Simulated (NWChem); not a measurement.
# BNH3S (SMILES N[B]S): U-revPBE/6-31G(d,p) (spherical functions), part 2 of 2

NWChem 7.3.0. Earlier steps stand in the parts before.

### 3 The distorted shape at the same level

The input, bh3ns.nw:

```
start bh3ns
memory 2200 mb

geometry units angstrom noautoz
  N     -0.692493     0.115784    -0.808663
  B     -0.617185    -0.507767     0.513905
  S      0.733208    -0.286679     1.710366
  H     -1.387509     0.029167    -1.338902
  H      0.159187     0.745068    -1.191742
  H      1.581007     0.145499     1.116758
end

basis "ao basis" spherical bse
  * library 6-31G**
end

dft
  xc revpbe cpbe96
  mult 2
  grid coarse
  convergence energy 1e-05
  maxiter 150
  mulliken
  print medium
end

task dft gradient
```

On the command line:

```sh
$ nwchem bh3ns.nw > bh3ns.out
```

Standard output:

```text
Northwest Computational Chemistry Package (NWChem) 7.3.0
             --------------------------------------------------------

           Job information
           ---------------

    nwchem branch   = 7.3.0
    use scalapack   = T
    input           = bh3ns.nw
    prefix          = bh3ns.
    data base       = ./bh3ns.db
    status          = startup
    nproc           =        1

           Memory information
           ------------------

    heap     =     72089596 doubles =      550.0 Mbytes
    stack    =     72089601 doubles =      550.0 Mbytes
    global   =    144179200 doubles =     1100.0 Mbytes (distinct from heap & stack)
    total    =    288358397 doubles =     2200.0 Mbytes
    verify   = yes
    hardfail = no

           Directory information
           ---------------------

  0 permanent = .
  0 scratch   = .

                                NWChem Input Module
                                -------------------

 Scaling coordinates for geometry "geometry" by  1.889725989
 (inverse scale =  0.529177249)

 C1  symmetry detected

                             Geometry "geometry" -> ""
                             -------------------------

 Output coordinates in angstroms (scale by  1.889725989 to convert to a.u.)

  No.       Tag          Charge          X              Y              Z
 ---- ---------------- ---------- -------------- -------------- --------------
    1 N                    7.0000     0.14850961     1.77063495     0.01289835
    2 B                    5.0000    -0.65297635     0.54609104    -0.02935964
    3 S                   16.0000     0.00402429    -1.14813690     0.01425167
    4 H                    1.0000    -0.20679388     2.57340130     0.04497254
    5 H                    1.0000     1.27329923     1.71632812     0.01049372
    6 H                    1.0000     1.09442050    -1.04443889    -0.22698316

      Atomic Mass
      -----------

      N                 14.003070
      B                 11.009310
      S                 31.972070
      H                  1.007825

 Effective nuclear repulsion energy (a.u.)      81.6940568233

            Nuclear Dipole moment (a.u.)
            ----------------------------
        X                 Y               Z
 ---------------- ---------------- ----------------
     0.0000000000    -0.0000000000     0.0000000000

            XYZ format geometry
            -------------------
     6
 geometry
 N                     0.14850961     1.77063495     0.01289835
 B                    -0.65297635     0.54609104    -0.02935964
 S                     0.00402429    -1.14813690     0.01425167
 H                    -0.20679388     2.57340130     0.04497254
 H                     1.27329923     1.71632812     0.01049372
 H                     1.09442050    -1.04443889    -0.22698316

 ==============================================================================
                                internuclear distances
 ------------------------------------------------------------------------------
       center one      |      center two      | atomic units |  angstroms
 ------------------------------------------------------------------------------
    2 B                |   1 N                |     2.76680  |     1.46413
    3 S                |   2 B                |     3.43492  |     1.81768
    4 H                |   1 N                |     1.66006  |     0.87847
    6 H                |   3 S                |     2.11945  |     1.12157
 ------------------------------------------------------------------------------
                         number of included internuclear distances:          4
 ==============================================================================

 ==============================================================================
                                 internuclear angles
 ------------------------------------------------------------------------------
        center 1       |       center 2       |       center 3       |  degrees
 ------------------------------------------------------------------------------
    2 B                |   1 N                |   4 H                |   122.95
    1 N                |   2 B                |   3 S                |   125.52
    2 B                |   3 S                |   6 H                |   105.07
 ------------------------------------------------------------------------------
                            number of included internuclear angles:          3
 ==============================================================================

 Summary of "ao basis" -> "" (spherical)
 ------------------------------------------------------------------------------
       Tag                 Description            Shells   Functions and Types
 ---------------- ------------------------------  ------  ---------------------
 *                          6-31G**                   on all atoms

  pbe96 is a nonlocal functional; adding pw91lda local functional.

                                 NWChem DFT Module
                                 -----------------

                      Basis "ao basis" -> "ao basis" (spherical)
                      -----
  [basis functions not shown]

 Summary of "ao basis" -> "ao basis" (spherical)
[... 33 lines left out ...]
          Convergence on energy requested:  1.00D-05
          Convergence on density requested:  1.00D-05
          Convergence on gradient requested:  5.00D-04
[... 20 lines left out ...]
          Spatial weights used:  Erf1
[... 1 line left out ...]
          Convergence Information
[... 1 line left out ...]
          Convergence aids based upon iterative change in
          total energy or number of iterations.
[... 69 lines left out ...]
   convergence    iter        energy       DeltaE   RMS-Dens  Diis-err    time
[... 13 lines left out ...]
         Total DFT energy =     -479.403835956464
      One electron energy =     -821.244190195250
           Coulomb energy =      297.919388809718
    Exchange-Corr. energy =      -37.773091394281
 Nuclear repulsion energy =       81.694056823349
[... 5 lines left out ...]
                    DFT Final Alpha Molecular Orbital Analysis
[... 429 lines left out ...]
                     DFT Final Beta Molecular Orbital Analysis
[... 459 lines left out ...]
    Atom       Charge   Shell Charges
 -----------   ------   -------------------------------------------------------
    1 N    7     7.13   1.99  0.63  2.29  0.49  1.71  0.04
    2 B    5     5.19   1.98  0.48  1.22  0.45  0.93  0.13
    3 S   16    15.91   2.00  1.99  5.90  0.99  2.83  0.52  1.62  0.06
    4 H    1     0.92   0.54  0.25  0.12
    5 H    1     0.83   0.44  0.33  0.06
    6 H    1     1.02   0.58  0.36  0.08

     ------------------------------------------
      Spin Density - Lowdin Population Analysis
     ------------------------------------------

    Atom       Charge   Shell Charges
 -----------   ------   -------------------------------------------------------
    1 N    7    -0.02   0.00  0.01 -0.02 -0.00 -0.01  0.01
    2 B    5     0.92   0.01  0.10  0.40  0.13  0.29 -0.00
    3 S   16     0.02   0.00  0.00  0.00  0.01  0.00 -0.00 -0.01  0.01
    4 H    1     0.00   0.00  0.00 -0.00
    5 H    1     0.05   0.02  0.03 -0.00
    6 H    1     0.02   0.01  0.01  0.00

   alpha - beta orbital overlaps
   -----------------------------

   alpha      1      2      3      4      5      6      7      8      9     10
    beta      1      2      3      4      5      6      7      8      9     10
 overlap   1.000  1.000  1.000  1.000  1.000  1.000  1.000  1.000  1.000  0.993

   alpha     11     12     13     14     15     16     17     18     19     20
    beta     11     12     13     14     15     16     17     18     19     20
 overlap   0.990  0.999  0.998  0.997  0.996  0.978  0.996  0.991  0.997  0.975

   alpha     21     22     23     24     25     26     27     28     29     30
    beta     21     22     23     24     25     26     28     27     29     30
 overlap   0.980  0.990  0.995  0.946  0.951  0.995  0.861  0.989  0.880  0.983

   alpha     31     32     33     34     35     36     37     38     39     40
    beta     31     32     33     34     35     36     37     38     39     40
 overlap   0.899  0.901  0.988  0.992  0.983  0.977  0.986  0.984  0.969  0.983

   alpha     41     42     43     44     45     46     47     48     49     50
    beta     41     42     43     44     45     46     47     48     49     50
 overlap   0.984  0.995  0.973  0.996  0.967  0.977  0.996  0.994  0.998  0.999

   alpha     51     52     53     54     55     56     57     58     59     60
    beta     51     52     53     54     55     56     57     58     59     60
 overlap   1.000  1.000  0.999  1.000  1.000  0.999  1.000  1.000  1.000  1.000

   alpha     61
    beta     61
 overlap   1.000

     --------------------------
     Expectation value of S2:
     --------------------------
      <S2> =      0.7544 (Exact =     0.7500)

 center of mass
 --------------
 x =  -0.08826149 y =  -0.08286040 z =   0.00441455

 moments of inertia (a.u.)
 ------------------
         357.214048388363          -0.000000000000           0.000000000005
          -0.000000000000          27.957312172864           0.000000000000
           0.000000000005           0.000000000000         384.656700479280

     Multipole analysis of the density
     ---------------------------------

     L   x y z        total         alpha         beta         nuclear
     -   - - -        -----         -----         ----         -------
     0   0 0 0     -0.000000    -16.000000    -15.000000     31.000000

     1   1 0 0      0.833006      1.407870     -0.574864      0.000000
[... 8 lines of this table left out ...]
     2   0 0 2    -20.519524    -10.967326     -9.774954      0.222757

            General Information
            -------------------
          SCF calculation type: DFT
          Wavefunction type:  spin polarized.
          No. of atoms     :     6
          No. of electrons :    31
           Alpha electrons :    16
            Beta electrons :    15
          Charge           :     0
          Spin multiplicity:     2
          Use of symmetry is: off; symmetry adaption is: off
          Maximum number of iterations: 150
          AO basis - number of functions:    61
                     number of shells:    29
          Convergence on energy requested:  1.00D-05
          Convergence on density requested:  1.00D-05
          Convergence on gradient requested:  5.00D-04

              XC Information
              --------------
                        RevPBE Exchange Functional  1.000
            Perdew 1991 LDA Correlation Functional  1.000 local
           PerdewBurkeErnz. Correlation Functional  1.000 non-local

             Grid Information
             ----------------
          Grid used for XC integration:  coarse
          Radial quadrature: Mura-Knowles
          Angular quadrature: Lebedev.
          Tag              B.-S. Rad. Rad. Pts. Rad. Cut. Ang. Pts.
          ---              ---------- --------- --------- ---------
          N                   0.65       35           8.0       302
          B                   0.85       35           7.0       302
          S                   1.00       70          10.0       302
          H                   0.35       35          10.0       302
          Grid pruning is: on
          Number of quadrature shells:   245
          Spatial weights used:  Erf1

          Convergence Information
          -----------------------
          Convergence aids based upon iterative change in
          total energy or number of iterations.
          Levelshifting, if invoked, occurs when the
          HOMO/LUMO gap drops below (HL_TOL):  1.00D-02
          DIIS, if invoked, will attempt to extrapolate
          using up to (NFOCK): 10 stored Fock matrices.

                    Damping( 0%)  Levelshifting(0.5)       DIIS
                  --------------- ------------------- ---------------
          dE  on:    start            ASAP                start
          dE off:    2 iters        150 iters           150 iters

      Screening Tolerance Information
      -------------------------------
          Density screening/tol_rho:  1.00D-10
          AO Gaussian exp screening on grid/accAOfunc:  12
          CD Gaussian exp screening on grid/accCDfunc:  20
          XC Gaussian exp screening on grid/accXCfunc:  20
          Schwarz screening/accCoul:  1.00D-08

                            NWChem DFT Gradient Module
                            --------------------------

  charge          =   0.00
  wavefunction    = open shell

                         DFT ENERGY GRADIENTS

    atom               coordinates                        gradient
                 x          y          z           x          y          z
   1 N       0.280642   3.346015   0.024374   -0.111095   0.214990   0.010155
   2 B      -1.233946   1.031962  -0.055482   -0.033171  -0.035041  -0.005247
   3 S       0.007605  -2.169664   0.026932    0.223837   0.030635  -0.045039
   4 H      -0.390784   4.863023   0.084986    0.072600  -0.175190  -0.005555
   5 H       2.406187   3.243390   0.019830    0.064190  -0.007463  -0.000796
   6 H       2.068155  -1.973703  -0.428936   -0.216360  -0.027931   0.046481

                 ----------------------------------------
                 |  Time  |  1-e(secs)   |  2-e(secs)   |
                 ----------------------------------------
                 |  CPU   |       0.00   |       1.27   |
                 ----------------------------------------
                 |  WALL  |       0.00   |       1.27   |
                 ----------------------------------------

 Task  times  cpu:        4.0s     wall:        4.0s
 Total times  cpu:        4.0s     wall:        4.0s
```

It took 4.5 s on 1 thread of AMD EPYC 9R45 (Zen 5), shared host; peak memory 0.11 GiB.

### 4 Outcome

This closing draws on all 2 parts.

At U-revPBE/6-31G** (spherical functions):

```
                                           quantity          value
                          first shape: total energy  -479.47788 Eh
                         first shape: dipole moment         3.23 D
    first shape: HOMO energy (highest over α and β)       -4.20 eV
     first shape: LUMO energy (lowest over α and β)       -1.62 eV
                                  first shape: ⟨S²⟩          0.754
              first shape: largest force on an atom     0.670 eV/Å
                      distorted shape: total energy  -479.40384 Eh
                     distorted shape: dipole moment         3.10 D
distorted shape: HOMO energy (highest over α and β)       -4.66 eV
 distorted shape: LUMO energy (lowest over α and β)       -1.91 eV
                              distorted shape: ⟨S²⟩          0.754
          distorted shape: largest force on an atom    12.455 eV/Å
             energy change with the atoms displaced       2.015 eV
```

What this shows: With the atoms displaced the energy rises by 2.01 eV (46 kcal/mol). The first shape isn't relaxed at this level, so the change isn't measured from a minimum. The largest force (first shape) is 0.67 eV/Å: the shape isn't a stationary point for this species at this level. Mulliken charges (first shape) run from -0.53 on N1 to +0.27 on H4.
